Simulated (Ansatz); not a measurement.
Consider the hydrogenolysis of a C–C bond: `C#CC(C)OC` + H₂ → `CCOC` + acetylene.

Program: Ansatz. Geometries: PBE0-D4/def2-TZVP. ΔE: electronic, gas phase. CBS: MP2 limit from def2 TZ/QZ plus the TZ coupled-cluster correction, frozen cores. This one scheme is used for every species. Functionals use def2-TZVPP. One conformer a species, not always the lowest.

```json
{"species": "`C#CC(C)OC`", "B2PLYP energy (Eh)": "-270.35979"}
{"species": "H₂", "B2PLYP energy (Eh)": "-1.16991"}
{"species": "`CCOC`", "B2PLYP energy (Eh)": "-194.25278"}
{"species": "`C#C`", "B2PLYP energy (Eh)": "-77.29287"}
```

(1) Work out ΔE.

Largest T1 diagnostic among the species: 0.013.

Results:

(1) ΔE = (-194.25278) + (-77.29287) − (-270.35979) − (-1.16991) = -0.01595 Eh = -0.43 eV. CCSD(T)/CBS gives -0.38 eV.

The D4 term adds +0.12 eV with B3LYP and +0.07 eV with PBE0; it sums over pairs of atoms, weighted by their polarisabilities, and B3LYP, whose exchange is more repulsive, gets the larger term. From PBE to PBE0 (25 % exact exchange), in def2-TZVPP and without D4, ΔE moves by −0.04 eV.

B3LYP here is the variant with VWN-RPA as its local correlation; programs differ in this.
